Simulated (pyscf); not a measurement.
Homolytic dissociation enthalpies at 298 K of Ge–H, H–Si, H–Sn bonds in 8 gas-phase molecules, in eV. Single points on ωB97X-D3(BJ)/def2-SVP structures (PySCF, gas phase). Both columns use the same structures and thermal terms. Rows were drawn at random from the closed-shell molecules with such a bond whose radicals are computed, keep their shape and have no isomer in the data more than 5 kcal/mol lower.

```
row                 molecule                      radicals  PBE/def2-TZVP  ωB97M-D3(BJ)/def2-TZVP
---  -----------------------  ----------------------------  -------------  ----------------------
1     H₃Si–SiH(SiH₃)–SiH₂–Cl   H₃Si–Si•(SiH₃)–SiH₂–Cl + H•           3.40                    3.66
2            Cl–SiH₂–SiH₂–Cl          Cl–SiH•–SiH₂–Cl + H•           3.56                    3.84
3    H₂N–SiH₂–NH–SiH(NH₂)–OH  H₂N–SiH•–NH–SiH(NH₂)–OH + H•           3.75                    4.05
4                 I–SiH(I)–I               I–Si•(I)–I + H•           3.28                    3.64
5           H₂N–SnH(NH₂)–NH₂         H₂N–Sn•(NH₂)–NH₂ + H•           2.63                    3.03
6                  H₃Sn–SnH₃               •H₂Sn–SnH₃ + H•           3.01                       ?
7            Cl–SiH(Cl)–GeH₃         Cl–SiH(Cl)–GeH₂• + H•           3.40                    3.54
8    H₃Si–SiH(SiH₃)–SiH₂–PH₂  H₃Si–Si•(SiH₃)–SiH₂–PH₂ + H•           3.40                    3.66
```

Q: Fit a line that carries the PBE values to the last column and predict row 6.

A: In the 7 complete rows the last column lies 0.14 to 0.40 eV from PBE (mean 0.29, median 0.28). Least squares gives y = 0.72 + 0.87·x with residuals of 0.07 eV (root mean square). For row 6: 0.72 + 0.87 × 3.01 = 3.34 eV. The computed value is 3.16 eV, 0.18 under the line. Elements up to Kr have no core potential and no relativistic terms here. Elements past Kr carry the def2 core potentials, without spin-orbit coupling.
